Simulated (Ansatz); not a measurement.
**SiH (doublet): wave-function methods side by side, def2-QZVPP**

One table from this session's results is given with a row withheld; the runs are named, their logs left out.

Program: Ansatz 0.2.0, Gaussian basis. Level of theory: def2-QZVPP, core rule «outside noble gas», up to 5 orbitals frozen. These are calculated values, not measurements.

The runs, in order: UHF; ROHF; CCSD(T) on UHF.

## What is computed

The geometry is a PBE0/def2-TZVP stationary point (not a proven minimum) of the parent state, kept for this charge and spin.

2 atoms, charge 0, spin multiplicity 2.

Atoms are counted from 1 here; the program's logs count them from 0.

Bond lengths: Si1–H2 1.500 Å.

Set-up of the first run:

in.yaml

```yaml
crystal:
  periodic: [false, false, false]
  atoms:
    - {symbol: Si, position_ang: [0.000000, 0.000000, 0.000000]}
    - {symbol: H, position_ang: [0.000000, 0.000000, 1.499536]}
basis:
  gaussian: {orbitals: "def2-QZVPP.json"}
magnetization: {spin_polarized: true, initial_magnetization: 1}
hamiltonian: {xc: hf}
output: {orbitals: {seedname: orbitals}}
```

Run with:

```console
$ ansatz run in.yaml --threads 1 --pin off --events-out ev --progress --plain --max-ram 4096MiB --backend cpu
```

Steps of the session up to this table: UHF; ROHF; CCSD(T) on UHF.

One of the session's tables, all rows but one given; the rest of the session is left out.

| method | from UCCSD(T) (meV) |
| --- | --- |
| ROHF | ? |
| UHF | +3051.8 |
| UMP2 | +697.0 |
| UCCSD | +92.8 |
| UCCSD(T) | 0 |

**Question.** Estimate the row for ROHF.

**Answer.** from UCCSD(T) (meV): +3190.2. In the column «from UCCSD(T) (meV)» it is the highest.
